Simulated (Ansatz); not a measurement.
Reaction (SMILES): [N]=O (N-O) → NO+ (singlet, bonded as O=[N]) + e-
B3LYP-D3(BJ)/def2-TZVP geometries, fixed; electronic energies without zero-point terms.
Largest species:
```xyz
2

N      0.0000     0.0000    -0.6106
O      0.0000     0.0000     0.5343
```
Charge 0, spin multiplicity 2.

Basis-set convergence of the adiabatic ionisation energy at wB97M-V with Ansatz (a quantum-chemistry and plane-wave program). Cartesian d functions, on some or all atoms, in 6-31G**; all else is spherical. The program fits the integrals of some runs and decomposes those of others, by size. Open shells are unrestricted. The functional holds VV10 correlation; no added dispersion term, no relativity. Functions are those of the species that has most. Reference: the value in aug-cc-pV5Z, 9.310 eV, itself unsure by roughly 0.002 eV (its mean distance from pcseg-4, aug-pcseg-3, aug-cc-pVQZ).

| basis | functions | adiabatic ionisation energy (eV) |
|---|---|---|
| pcseg-0 | 18 | [?] |
| cc-pVDZ | 28 | 9.236 |
| 6-31G** | 30 | 9.403 |
| def2-SVPD | 43 | [?] |
| 6-311+G** | 44 | 9.412 |
| aug-cc-pVDZ | 46 | 9.440 |
| aug-pcseg-1 | 46 | 9.449 |
| 6-311++G(2d,2p) | 54 | [?] |
| def2-TZVPP | 62 | [?] |
| def2-TZVPPD | 77 | 9.311 |
| 6-311++G(3df,3pd) | 78 | 9.328 |
| cc-pVQZ | 110 | 9.282 |
| pcseg-3 | 120 | 9.306 |

Task: What belongs in the gaps?

Result: 
- pcseg-0, adiabatic ionisation energy (eV): 10.362
- def2-SVPD, adiabatic ionisation energy (eV): 9.519
- 6-311++G(2d,2p), adiabatic ionisation energy (eV): 9.369
- def2-TZVPP, adiabatic ionisation energy (eV): 9.298
